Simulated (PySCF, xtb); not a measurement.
# HN2Si+: which of two structures lies lower

Structure I is a singlet given by its coordinates and structure II is a singlet given by its coordinates. Both are isolated ions in the gas phase, relaxed with B3LYP-D3(BJ)/6-311G**.

I (Å):

```xyz
4

N    -1.1263   -0.6718    0.4489
N    -0.0768   -0.1679    0.8824
Si   -0.9708   -0.8230    2.3302
H     0.6279    0.2828    0.2709
```

Close contacts (Å): N1–N2 1.24, N1–Si3 1.89, N2–Si3 1.82, N2–H4 1.04.

II (Å):

```yaml
atoms:
  - { symbol: N, position_ang: [-0.7694, -1.7176, 0.0709] }
  - { symbol: N, position_ang: [-0.7869, -0.6370, -0.1140] }
  - { symbol: Si, position_ang: [-1.0974, 1.4754, -0.5213] }
  - { symbol: H, position_ang: [0.3958, 1.5474, -0.2855] }
```

Close contacts (Å): N1–N2 1.10, N2–Si3 2.17, Si3–H4 1.51.

Task: Which of the two would you expect CCSD(T)/def2-TZVPP electronic energies to favour?

Result: Structure II; the calculation gives E(II) − E(I) = −19.5 kcal/mol.

Level by level:

```tsv
level	geometry	E(II) − E(I) (kcal/mol)	departure from the last row (kcal/mol)	job, with rough time for the two
GFN2-xTB	GFN2-xTB	−11.9	+7.6	optimisation, 0.18 s
HF/STO-3G	GFN2-xTB	−8.1	+11.3	single point, 1.6 s
r2SCAN-D4/def2-SVP	GFN2-xTB	−7.8	+11.7	single point, 5.1 s
B3LYP-D3(BJ)/6-311G**	B3LYP-D3(BJ)/6-311G**	−17.4	+2.1	optimisation, 49 s
HF/def2-TZVPP	B3LYP-D3(BJ)/6-311G**	−26.5	−7.0	part of the CCSD(T) run
MP2/def2-TZVPP	B3LYP-D3(BJ)/6-311G**	−21.2	−1.7	part of the CCSD(T) run
CCSD(T)/def2-TZVPP	B3LYP-D3(BJ)/6-311G**	−19.5		single point, 39 s
```

None of the levels shown reverses the order. The largest departure from CCSD(T)/def2-TZVPP is that of r2SCAN-D4/def2-SVP, 11.7 kcal/mol. No reliable frequencies are at hand for I or II, so they aren't confirmed as minima.

The T1 diagnostic of structure I is large, so the coupled-cluster value is less sure. The correlated steps freeze 7 core orbitals. Codes used: PySCF 2.14.0, xtb 6.7.1; the last row on 2 threads of AMD EPYC 7R43 64-Core Processor (Zen 3) on a shared host.
